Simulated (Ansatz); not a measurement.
Compare A (`N/C(O)=C\O`) with its isomer B (`CN=C(O)O`).

Isolated molecules relaxed with PBE0-D4/def2-TZVP in Ansatz; ΔE leaves out vibrations. CCSD(T)/CBS adds triple-zeta CCSD(T) − MP2 to the extrapolated MP2 energy (def2 sets, frozen cores). DFT in def2-TZVPP. B3LYP here is the variant with VWN-RPA as its local correlation; programs differ in this. One conformer a species, not always the lowest.

A:

```xyz
10

N    -0.947   -0.406   -0.827
C    -0.004   -0.319    0.210
O     0.064   -1.419    1.028
C     0.738    0.781    0.331
O     0.631    1.843   -0.507
H    -1.887   -0.528   -0.464
H    -0.752   -1.189   -1.441
H     0.733   -1.274    1.704
H     1.482    0.916    1.107
H    -0.058    1.595   -1.143
```

B:

Z-matrix (Å, degrees):
```
C
N 1 1.441
H 1 1.090 2 109.4
H 1 1.100 2 112.8 3 -118.6
H 1 1.100 2 112.7 3 118.6
C 2 1.262 1 118.1 3 179.6
O 6 1.332 2 122.1 1 180.0
O 6 1.338 2 128.9 1 -0.1
H 7 0.965 6 105.4 2 0.0
H 8 0.963 6 108.4 2 -0.0
```

Task: Which is lower in electronic energy at CCSD(T)/CBS, and by how much? (Estimate.)

Result: Computed: B, by 59.8 kJ/mol.

Task: Give E(B) − E(A) in kJ/mol with ωB97M-V, PBE0-D4, PBE-D4, r2SCAN-D4, CCSD/def2-TZVPP, HF/def2-TZVPP, B3LYP-D4. (Best estimate.)

Result: The calculation gave: ωB97M-V -64.3, PBE0-D4 -63.9, PBE-D4 -60.6, r2SCAN-D4 -69.3, CCSD/def2-TZVPP -65.3, HF/def2-TZVPP -79.6, B3LYP-D4 -62.3. None reverses the order clearly.

Largest T1 diagnostic: 0.013.

From PBE to PBE0 (25 % exact exchange), in def2-TZVPP and without D4, E(B) − E(A) moves by −3.3 kJ/mol. In def2-TZVPP, CCSD(T) changes the Hartree–Fock value by +14.9 kJ/mol (the triples alone add +0.6 kJ/mol) and MP2 by +11.4 kJ/mol.
